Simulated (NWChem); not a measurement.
The numbers come from NWChem runs, not from measurements. System: methanol (CH₄O), charge 0, spin multiplicity 1, at a geometry optimised with B3LYP/def2-SVP. Level: EOM-CCSD/aug-cc-pVDZ, 2 core orbitals frozen.

NWChem printed:

```
             Northwest Computational Chemistry Package (NWChem) 7.3.0
             --------------------------------------------------------

                                NWChem Input Module
                                -------------------

 Scaling coordinates for geometry "geometry" by  1.889725989
 (inverse scale =  0.529177249)

 Turning off AUTOSYM since
 SYMMETRY directive was detected!

                             Geometry "geometry" -> ""
                             -------------------------

 Output coordinates in angstroms (scale by  1.889725989 to convert to a.u.)

  No.       Tag          Charge          X              Y              Z
 ---- ---------------- ---------- -------------- -------------- --------------
    1 C                    6.0000     0.61254500    -0.23144300     0.00000000
    2 O                    8.0000    -0.66501800     0.35827300     0.00000000
    3 H                    1.0000     0.80655100    -0.85580700     0.89596400
    4 H                    1.0000     1.35477600     0.58193600     0.00000000
    5 H                    1.0000     0.80655100    -0.85580700    -0.89596400
    6 H                    1.0000    -1.32300400    -0.34784400     0.00000000

 Effective nuclear repulsion energy (a.u.)      40.3081485967

            Nuclear Dipole moment (a.u.)
            ----------------------------
        X                 Y               Z
 ---------------- ---------------- ----------------
    -0.0000000000     0.0000075589     0.0000000000

      Symmetry information
      --------------------

 Group name             Cs
 Group number              2
 Group order               2
 No. of unique centers     5

      Symmetry unique atoms

     1    2    3    4    6


 Summary of "ao basis" -> "" (spherical)
 ------------------------------------------------------------------------------
       Tag                 Description            Shells   Functions and Types
 ---------------- ------------------------------  ------  ---------------------
 *                        aug-cc-pvdz                 on all atoms

 Summary of "ao basis" -> "ao basis" (spherical)
 ------------------------------------------------------------------------------
       Tag                 Description            Shells   Functions and Types
 ---------------- ------------------------------  ------  ---------------------
 C                        aug-cc-pvdz                9       23   4s3p2d
 O                        aug-cc-pvdz                9       23   4s3p2d
[...]
   0.0741262244784   0.2536073709389    6.90101
   0.0603687002801   0.2956013251581    8.04372     0.8     0.8

 Iteration   5 using   10 trial vectors
   0.0367077525558   0.2494282788057    6.78729
   0.0309786857372   0.2921211401556    7.94902     1.0     1.0

 Iteration   6 using   12 trial vectors
   0.0214389026218   0.2472909337623    6.72913
   0.0171664381594   0.2909412489678    7.91692     0.9     0.9

 Iteration   7 using   14 trial vectors
   0.0121919044675   0.2472859006650    6.72899
   0.0115442492988   0.2907257748317    7.91105     1.3     1.3

 Iteration   8 using   16 trial vectors
   0.0082871858856   0.2472165660146    6.72711
   0.0103570999247   0.2906888506688    7.91005     0.9     0.9

 Iteration   9 using   18 trial vectors
   0.0052621338917   0.2470687796155    6.72309
   0.0099787498129   0.2904393506067    7.90326     1.0     1.0

 Iteration  10 using   20 trial vectors
   0.0023635018811   0.2470950738888    6.72380
   0.0078833088331   0.2903528456980    7.90091     1.0     1.0

 Iteration  11 using   22 trial vectors
   0.0011945840944   0.2470760783176    6.72329
   0.0045310410554   0.2903140122253    7.89985     0.9     0.9

 Iteration  12 using   24 trial vectors
   0.0007295084234   0.2470655472985    6.72300
   0.0027628071059   0.2902534082455    7.89820     0.9     0.9

 Iteration  13 using   26 trial vectors
   0.0003572656842   0.2470692052332    6.72310
   0.0015903966883   0.2902704535611    7.89866     1.0     1.0

 Iteration  14 using   28 trial vectors
   0.0001994339397   0.2470698868751    6.72312
   0.0009047149674   0.2902749609894    7.89879     1.0     1.0

 Iteration  15 using   30 trial vectors
   0.0001104270687   0.2470698449412    6.72312
   0.0005441479370   0.2902743637503    7.89877     1.0     1.0

 Iteration  16 using   32 trial vectors
   0.0000467484576   0.2470701949344    6.72312
   0.0002842842535   0.2902745983945    7.89878     1.1     1.1

 Iteration  17 using   34 trial vectors
   0.0000211037535   0.2470700763953    6.72312
   0.0001533985937   0.2902735032597    7.89875     1.0     1.0

 Iteration  18 using   36 trial vectors
   0.0000095419617   0.2470700107034    6.72312
   0.0000793441634   0.2902733164524    7.89874     1.0     1.0

 Iteration  19 using   37 trial vectors
   0.0000060404437   0.2470700482573    6.72312
   0.0000428742748   0.2902735932580    7.89875     1.0     1.0

 Iteration  20 using   38 trial vectors
   0.0000048875105   0.2470700377353    6.72312
   0.0000213226054   0.2902734427985    7.89875     1.1     1.1

 Iteration  21 using   39 trial vectors
   0.0000045926944   0.2470700395779    6.72312
   0.0000104515828   0.2902735147663    7.89875     0.6     0.6

 Iteration  22 using   40 trial vectors
   0.0000045222891   0.2470700399937    6.72312
   0.0000052653374   0.2902734546182    7.89875     0.5     0.5
 --------------------------------------------------------------
 Iterations converged
 ------------------

 Excited state root  1
 Excitation energy / hartree =        0.247070039993695
                   / eV      =        6.723120722711284
 largest EOMCCSD amplitudes: R1 and R2

 Singles contributions
    10a'  (alpha) ---     6a"  (alpha)        0.1167835042
    10a'  (alpha) ---     9a"  (alpha)        0.6671550740
    11a'  (alpha) ---     9a"  (alpha)        0.3505333016
    13a'  (alpha) ---     9a"  (alpha)       -0.1552808061
    14a'  (alpha) ---     9a"  (alpha)        0.2655412455
    15a'  (alpha) ---     9a"  (alpha)       -0.2022239626
    17a'  (alpha) ---     9a"  (alpha)       -0.2317412334
    18a'  (alpha) ---     9a"  (alpha)       -0.2041939647
    19a'  (alpha) ---     9a"  (alpha)        0.1365362188
    23a'  (alpha) ---     9a"  (alpha)        0.1061846777

 Doubles contributions
 ------------------

 Excited state root  2
 Excitation energy / hartree =        0.290273454618169
                   / eV      =        7.898745950930372
 largest EOMCCSD amplitudes: R1 and R2

 Singles contributions
    10a'  (alpha) ---     9a"  (alpha)        0.4761123512
    11a'  (alpha) ---     9a"  (alpha)       -0.6691822136
    13a'  (alpha) ---     9a"  (alpha)        0.1936070100
    14a'  (alpha) ---     9a"  (alpha)       -0.1191860003
    17a'  (alpha) ---     9a"  (alpha)       -0.2429929206
    18a'  (alpha) ---     9a"  (alpha)        0.1639919408
    19a'  (alpha) ---     9a"  (alpha)       -0.1781396404

 Doubles contributions

 Task  times  cpu:       55.5s     wall:       55.5s

 Total times  cpu:       55.5s     wall:       55.5s
```

### Question
Write an NWChem input that would produce this output.

### Answer
One answer among several that fit: 
```
start mol
memory heap 100 mb stack 700 mb global 1900 mb
geometry units angstroms nocenter noautoz
  C      0.612545    -0.231443     0.000000
  O     -0.665018     0.358273     0.000000
  H      0.806551    -0.855807     0.895964
  H      1.354776     0.581936     0.000000
  H      0.806551    -0.855807    -0.895964
  H     -1.323004    -0.347844     0.000000
  symmetry group Cs
end
basis spherical
  * library aug-cc-pvdz
end
scf
  rhf
  nopen 0
  maxiter 100
  thresh 1e-7
  semidirect memsize 60000000 filesize 0
end
tce
  freeze core 2
  ccsd
  nroots 2
  2eorb
  2emet 13
  thresh 1e-5
  maxiter 200
  tilesize 24
end
task tce energy
```
